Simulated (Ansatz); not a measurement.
A nudged elastic band was laid between two geometries of BFH2 (4 atoms, charge 0, multiplicity 1).

Theory: RKS BLYP-D4/6-31G* (Ansatz).

- movable images: 5
- climbing image: yes
- spring: 5.0 eV/Å²
- optimiser: quadratic models (default)
- start path: through a guess of the saddle point
- force threshold: 0.05 eV/Å
- iteration limit: 60
- end points: relaxed

Image 0:

```xyz
4
Properties=species:S:1:pos:R:3
B 0.321 0.000 0.185
H 0.275 0.000 1.387
H 1.339 0.000 -0.456
F -0.835 0.000 -0.482
```

Image 6:

```xyz
4
Properties=species:S:1:pos:R:3
B -0.653 0.050 -1.461
H 1.296 -0.018 1.517
H 1.769 -0.018 0.938
F -1.313 -0.015 -0.359
```

Q: What changes between the two ends?

A: Bonds broken: B1–H2, B1–H3. Bonds formed: H2–H3. BFH2 becomes BF + H2.

Q: What energy profile does the band end with?

A: The run converged. The highest image is number 2 of 0 to 6, 4.15 eV above the first end and 1.73 eV above the last; the last end lies 2.42 eV above the first. A structure lower than the last end lies on the path between it and the top, so the climb from that side starts below the end, which may itself be a saddle point or a shallow side well. Neighbouring images differ by up to 2.6 eV, so the band resolves the path poorly. A vibrational analysis at the climbing image gives one clearly imaginary mode, 1482i cm⁻¹: a first-order saddle point. The orbitals stay closed-shell, which can raise the energy where a bond breaks towards radicals; this wasn't checked here.

| image | path coordinate (Å) | energy (eV) | B1–H2 (Å) | B1–H3 (Å) | H2–H3 (Å) |
| --- | --- | --- | --- | --- | --- |
| 0 | 0.00 | 0.00 | 1.20 | 1.20 | 2.13 |
| 1 | 0.54 | 1.53 | 1.30 | 1.15 | 1.60 |
| 2 | 1.08 | 4.15 | 1.75 | 1.21 | 1.24 |
| 3 | 1.80 | 2.68 | 2.40 | 1.92 | 0.77 |
| 4 | 2.52 | 2.42 | 3.21 | 2.58 | 0.75 |
| 5 | 3.24 | 2.41 | 3.83 | 3.22 | 0.75 |
| 6 | 3.97 | 2.42 | 3.56 | 3.41 | 0.75 |

Q: What is the geometry of the highest image?

A: 
```xyz
4
Properties=species:S:1:pos:R:3:forces:R:3
B 0.237 -0.006 -0.437 -0.01 0.00 0.00
H 0.658 0.009 1.265 0.00 0.00 0.00
H 1.270 -0.003 0.191 0.01 0.00 0.00
F -1.066 -0.001 -0.384 0.00 0.00 0.00
```

Run time: 37 s on 1 thread of Arm Neoverse V1 (shared host), peak memory 0.08 GiB.
